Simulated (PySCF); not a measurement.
fluoroethane, C₂H₅F, SMILES CCF, point group Cs.

Level: PBE0/pcSseg-1 in PySCF (density fitting, grid level 2); geometry and Hessian at that level, cubic constants and property derivatives from steps of ±0.6 along each species' dimensionless normal coordinates, second-order vibrational perturbation theory. The parent has the commonest isotopes.

Equilibrium geometry (Å):

```json
{"atom": "C1", "x": "-0.7592", "y": "-0.0342", "z": "-0.0937"}
{"atom": "C2", "x": "0.7248", "y": "0.0943", "z": "0.1177"}
{"atom": "F3", "x": "1.3995", "y": "-0.7784", "z": "-0.7226"}
{"atom": "H4", "x": "-1.0243", "y": "0.2036", "z": "-1.1292"}
{"atom": "H5", "x": "-1.3002", "y": "0.6526", "z": "0.5674"}
{"atom": "H6", "x": "-1.0935", "y": "-1.0545", "z": "0.1213"}
{"atom": "H7", "x": "1.0793", "y": "1.1082", "z": "-0.1071"}
{"atom": "H8", "x": "1.0098", "y": "-0.1540", "z": "1.1479"}
```

Species: ²H at 7. Output of the displacement run:

```
mode    cm-1    km/mol   phi_rrr   E(+)/cm-1  E(-)/cm-1
  1    260.00     0.47      -1.9      61.39      61.65
  2    410.19     6.11     -32.0      73.33      75.13
  3    728.27     0.62      30.0     133.15     131.01
  4    888.81     6.07      91.1     163.73     156.98
  5    966.14    22.06    -152.3     168.55     179.76
  6   1080.52    21.80     -93.5     191.31     197.95
  7   1143.72    60.56     148.8     211.32     200.80
  8   1165.60    25.37     -73.6     207.36     212.50
  9   1354.58     2.48      17.7     245.10     243.59
 10   1373.98     5.37      11.8     248.23     247.58
 11   1411.45    28.79     114.3     258.51     250.12
 12   1469.89    10.27      -1.5     264.60     264.68
 13   1493.50     5.15     -73.8     266.28     271.57
 14   2266.24    26.92   -1233.2     366.72     455.30
 15   3057.41     9.51   -1045.9     514.39     589.62
 16   3081.21    32.76    1908.1     628.71     491.65
 17   3143.47    14.31    -621.4     546.26     590.78
 18   3150.53    15.67    -206.1     562.52     577.38
```

For the shielding of H6 (σe = 29.89 ppm):

```tsv
mode	ω (cm⁻¹)	Σr φrrs (cm⁻¹)	∂σ/∂q	∂²σ/∂q²
1	260	4	0.049	-0.969
2	410	-80	-0.021	-0.120
3	728	78	0.070	-0.242
4	889	490	-0.006	-0.071
5	966	-247	-0.015	-0.021
6	1081	-299	-0.025	-0.214
7	1144	418	0.119	-0.045
8	1166	-147	0.047	-0.129
9	1355	101	-0.090	-0.112
10	1374	-15	0.069	-0.057
11	1411	12	0.152	-0.175
12	1470	-7	0.051	-0.277
13	1494	95	-0.093	-0.502
14	2266	-700	-0.037	-0.006
15	3057	-132	-1.731	0.234
16	3081	1047	0.018	-0.013
17	3143	140	1.183	0.077
18	3151	112	1.554	0.179
```

Q: Work out the zero-point average of this shielding.

A: With ⟨qs⟩ = −Σr φrrs/(4ωs) and ⟨qs²⟩ = 1/2: the mean displacements are -0.004, 0.049, -0.027, -0.138, 0.064, 0.069, -0.091, 0.031, -0.019, 0.003, -0.002, 0.001, -0.016, 0.077, 0.011, -0.085, -0.011, -0.009. The anharmonic term Σ (∂σ/∂q)⟨q⟩ is -0.06 ppm, the harmonic term ¼ Σ ∂²σ/∂q² is -0.62 ppm, so ⟨σ⟩ = 29.21 ppm.

Internal rotors are held in one well.
